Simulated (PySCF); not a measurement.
**BH₄S−, an adduct: interaction energy**

An exercise on one series of results from a longer session: the logs are not shown, and one member is left open.

Programs: PySCF 2.14.0. All values are calculated, for the isolated system unless a continuum is named. Atoms count from 0, parts from 1.

### The system as given

6 atoms, charge -1, multiplicity 1; geometry: GFN2-xTB. Parts: 1 = atoms 0–3, `B`, charge 0; 2 = atoms 4–5, `[SH-]`, charge -1. In the given geometry B0 and S4 of different parts are bonded (1.98 Å), so values for the parts refer to these atom groups.

Set-up of the first run:

Job settings and geometry (Å):

```
{"job": {"xc": "PBE0", "basis": "def2-TZVPD", "d3": "d3bj", "grid": 3, "kind": "geom", "shake": 0.01}, "charge": -1, "multiplicity": 1, "parts": [{"atoms": "0-3", "charge": 0, "multiplicity": 1}, {"atoms": "4-5", "charge": -1, "multiplicity": 1}]}
B     -0.457894    -0.137314     0.031941
H      0.094520    -1.168636    -0.079289
H     -0.313348     0.603789    -0.937627
H     -0.183416     0.450611     1.064703
S     -2.394101    -0.553777     0.053665
H     -2.829019     0.708304     0.173743
```

Run with:

```
$ OMP_NUM_THREADS=1 python cluster_run.py task.json out
```

This one command runs all jobs of the session in turn.

Steps of the session up to this table: Relaxing the molecule at PBE0-D3(BJ)/def2-TZVPD; Coupled-cluster interaction energy: CCSD(T) and MP2, 1.97 Å; Coupled-cluster interaction energy: CCSD(T) and MP2, 2.07 Å; Coupled-cluster interaction energy: CCSD(T) and MP2, 2.17 Å; Coupled-cluster interaction energy: CCSD(T) and MP2, 1.87 Å; Coupled-cluster interaction energy: CCSD(T) and MP2, 2.46 Å; Coupled-cluster interaction energy: CCSD(T) and MP2, 1.77 Å; Coupled-cluster interaction energy: CCSD(T) and MP2, 2.96 Å; Coupled-cluster interaction energy: CCSD(T) and MP2, 3.94 Å.

One of the session's tables, all rows but one given; the rest of the session is left out.

It belongs to the step «Coupled-cluster interaction energy: CCSD(T) and MP2, 3.94 Å». 

| method | interaction energy (kcal/mol) |
| --- | --- |
| HF/aug-cc-pVDZ | -10.13 |
| MP2/aug-cc-pVDZ | -11.45 |
| CCSD/aug-cc-pVDZ | -11.36 |
| CCSD(T)/aug-cc-pVDZ | ? |
| HF/aug-cc-pVQZ | -10.11 |
| MP2/aug-cc-pVQZ | -11.38 |
| SCS-MP2/aug-cc-pVQZ | -11.04 |
| MP2, extrapolated | -11.36 |
| CCSD(T), limit estimate | -11.79 |

Q: Estimate the row for CCSD(T)/aug-cc-pVDZ from the others.

The run gave: interaction energy (kcal/mol): -11.88. In the column «interaction energy (kcal/mol)» it is the lowest.
